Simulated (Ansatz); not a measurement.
# C3H6F2O: one species, many methods

Aim: compute C3H6F2O with functionals from several rungs and with coupled cluster, and see how far each lands from CCSD(T) at the basis-set limit for the atomisation energy.

Computed with Ansatz 0.2.0, Gaussian basis. Level: functionals in def2-TZVPP, the program's frozen cores in correlated methods.

Levels to be run: PBE-D4, r2SCAN-D4, PBE0-D4, B3LYP-D4, ωB97X-V, ωB97M-V, B2PLYP; CCSD(T)/def2-TZVPP; MP2/def2-QZVPP; extrapolation to the limit.

## Step 1: The relaxed structure

An earlier PBE0-D4 in a triple-zeta def2 set relaxation fixed the geometry.

SMILES `CC(O)(F)CF`, 12 atoms, charge 0, spin multiplicity 1.

Atoms are counted from 1 here; the program's logs count them from 0.

Bond lengths: C1–C2 1.509 Å, C1–H7 1.091 Å, C1–H8 1.089 Å, C1–H9 1.093 Å, C2–O3 1.379 Å, C2–F4 1.391 Å, C2–C5 1.517 Å, O3–H10 0.962 Å, C5–F6 1.374 Å, C5–H11 1.093 Å, C5–H12 1.092 Å. Angles: C2–C1–H7 110.1°, C2–C1–H8 110.2°, C2–C1–H9 109.5°, H7–C1–H8 109.2°, H7–C1–H9 109.2°, H8–C1–H9 108.5°, C1–C2–O3 113.7°, C1–C2–F4 107.1°, C1–C2–C5 114.1°, O3–C2–F4 108.9°, O3–C2–C5 105.2°, F4–C2–C5 107.5°, C2–O3–H10 108.9°, C2–C5–F6 110.3°, C2–C5–H11 109.6°, C2–C5–H12 108.9°, F6–C5–H11 108.9°, F6–C5–H12 109.1° and more.

## Step 2: PBE-D4 (GGA)

Contents of in.yaml:

```yaml
crystal:
  periodic: [false, false, false]
  atoms:
    - {symbol: C, position_ang: [-1.223778, 0.373000, -0.223307]}
    - {symbol: C, position_ang: [0.207396, -0.083690, -0.361807]}
    - {symbol: O, position_ang: [0.334598, -1.405864, -0.733170]}
    - {symbol: F, position_ang: [0.800137, 0.716170, -1.333061]}
    - {symbol: C, position_ang: [1.027734, 0.053756, 0.906419]}
    - {symbol: F, position_ang: [0.955380, 1.339703, 1.384390]}
    - {symbol: H, position_ang: [-1.744208, -0.240738, 0.513038]}
    - {symbol: H, position_ang: [-1.257665, 1.415531, 0.090376]}
    - {symbol: H, position_ang: [-1.730154, 0.284002, -1.187469]}
    - {symbol: H, position_ang: [-0.263598, -1.583074, -1.465571]}
    - {symbol: H, position_ang: [0.642637, -0.628769, 1.667726]}
    - {symbol: H, position_ang: [2.069621, -0.185125, 0.681736]}
basis:
  gaussian: {orbitals: def2-TZVPP}
hamiltonian: {xc: pbe, dispersion: d4}
output: {forces: true, orbitals: {seedname: orbitals}}
```

Further steps of the session: r2SCAN-D4 (meta-GGA); PBE0-D4 (hybrid); B3LYP-D4 (hybrid); ωB97X-V (range-separated); ωB97M-V (range-separated); B2PLYP (double hybrid); CCSD(T) in def2-TZVPP; MP2 in def2-QZVPP.

Before running them: what should the planned runs give, taken together? Wanted: atomisation energy, CCSD(T)/CBS; farthest; mean size of error, hybrid; mean size of error, range-separated; gap, smallest and largest; T1 diagnostic; triples share of the correlation energy.

**Answer**, as computed:

```
                               quantity                                           value
        atomisation energy, CCSD(T)/CBS                                   4749.9 kJ/mol
 functionals within 23.7 kJ/mol (0.5 %)  r2SCAN-D4, PBE0-D4, B3LYP-D4, ωB97X-V, ωB97M-V
                               farthest                          PBE-D4 (+131.8 kJ/mol)
             mean size of error, hybrid                                     16.5 kJ/mol
    mean size of error, range-separated                                     10.1 kJ/mol
              gap, smallest and largest            7.39 eV (PBE-D4), 14.37 eV (ωB97X-V)
                          T1 diagnostic                                          0.0110
triples share of the correlation energy                                           3.3 %
```

In words: PBE-D4 misses by +131.8 kJ/mol. Double hybrids carry the basis error of their MP2 part in triple zeta, and no dispersion term here, so their miss is partly the set-up's. Misses under about 23.7 kJ/mol are within the doubt on the reference itself, which lacks core-valence correlation, relativity and higher excitations. Hartree-Fock recovers 72 % of the binding; the rest is correlation. The gap grows from 7.4 to 14.4 eV across the functionals, mostly with the share of exact exchange.
